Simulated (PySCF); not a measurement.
How good is the calculation?

Atom-mapped SMILES (the numbers label the heavy atoms): `[CH3:1][CH2:2][CH2:3][C:4]#[N:5]`. Hydrogens are named by the atom that carries them.

The experiment to reproduce: δ 13C C3 19.3; C2 19.0; C1 13.3; δ 1H H(C3) 2.34; H(C2) 1.70; H(C1) 1.08 ppm (measured; solution, not stated per compound (mostly CDCl3 or CCl4); Pretsch, Buehlmann, Badertscher, Structure Determination of Organic Compounds, 4th ed. (2009)).

- B97-2/pcSseg-2 with gauge-including orbitals
- PBE0-D3(BJ)/def2-TZVP geometry
- run in PySCF 2.14
- no relativistic terms, isolated molecule, single conformer, one averaged value for each set of equivalent atoms

(1) How close does the calculation come?

(2) How far are the unscaled 13C shifts from the references?

(3) How far are the unscaled 1H shifts from the references?

## Answers

(1) 
Reference values: measured (solution, not stated per compound (mostly CDCl3 or CCl4); Pretsch, Buehlmann, Badertscher, Structure Determination of Organic Compounds, 4th ed. (2009)).
```tsv
atoms	quantity	reference	computed	computed, scaled
C3	δ 13C	19.3	21.3	18.5
C2	δ 13C	19.0	24.3	21.4
C1	δ 13C	13.3	15.2	12.6
H(C3)	δ 1H	2.34	2.20	2.21
H(C2)	δ 1H	1.70	1.56	1.61
H(C1)	δ 1H	1.08	1.16	1.23
```

Computed shifts are σ(ref) − σ with the named reference compound (TMS for H and C) calculated as an isolated molecule at the same level. The measured values may be among those fitted. Empirical linear scaling, fitted to shifts measured mostly in CDCl3 for H and C (δ vs TMS): 13C: δ = 176.90 − 0.966σ (rms 2.0 ppm, 686 shifts, 2.1 ppm with the 3 outliers that the fit left out); 1H: δ = 29.89 − 0.940σ (rms 0.14 ppm, 403 shifts, 0.16 ppm with the 5 outliers that the fit left out). A few per cent of atoms miss by over 2 rms, more outside the fitted compound classes.

(2) Mean signed difference +3.07 ppm, mean absolute 3.07 ppm over 3 comparisons; the largest is +5.3 ppm at C2 (sp3 CH2).

(3) Mean signed difference -0.07 ppm, mean absolute 0.12 ppm over 3 comparisons; the largest is -0.14 ppm at H(C2) (hydrogen on an sp3 CH2).
